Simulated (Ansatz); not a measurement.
Results of r²SCAN+rVV10 (plane waves, PAW; Ansatz, an electronic-structure program) for grey tin (α-Sn).

Numerical settings: plane-wave cutoff 560 eV, 10×10×10 k mesh, Fermi–Dirac smearing 0.01 eV, scalar-relativistic PAW data made under PBE.

Pressure at four volumes; x = ln(V/34.846 Å³). One pressure is withheld.

```json
[
 {"V (Å³/atom)": "32.756", "x": "-0.0619", "P (GPa)": "3.26"},
 {"V (Å³/atom)": "34.846", "x": "0.0000", "P (GPa)": "0.00"},
 {"V (Å³/atom)": "36.240", "x": "0.0392", "P (GPa)": "-1.61"},
 {"V (Å³/atom)": "36.937", "x": "0.0583", "P (GPa)": "?"}
]
```

**Question.** Pass a parabola P(x) through the three rows shown, estimate the bulk modulus and its pressure derivative near zero pressure, and predict the withheld pressure.

**Answer.** Slopes between the rows: (0.00 − (3.26))/(0.0000 − (-0.0619)) = -52.67 and (-1.61 − (0.00))/(0.0392 − (0.0000)) = -41.07 GPa. Their difference over the span 0.1011 is c = 11.60/0.1011 = 114.7 GPa, so P(x) = 3.26 + (-52.67)(x − (-0.0619)) + 114.7 (x − (-0.0619))(x − (0.0000)). At the middle row B = −dP/dx = −[-52.67 + 114.7 × 0.0619] = 45.6 GPa, and B′ = dB/dP = 2c/B = 5.0. At x = 0.0583 the parabola gives -2.27 GPa; the run gives -2.29 GPa. The Birch–Murnaghan fit to the energies at all volumes has B0 = 45.2 GPa and B′ = 5.0.

Measured, for comparison: bulk modulus 42.8 GPa (0 K value with the zero-point phonon effect removed; as tabulated in Mejia-Rodriguez and Trickey (2018), arXiv:1807.09216). Computed (rounded) less measured: bulk modulus +6 %.

Spin–orbit coupling is not included; it can open a gap where bands touch, and shift volumes and moduli.
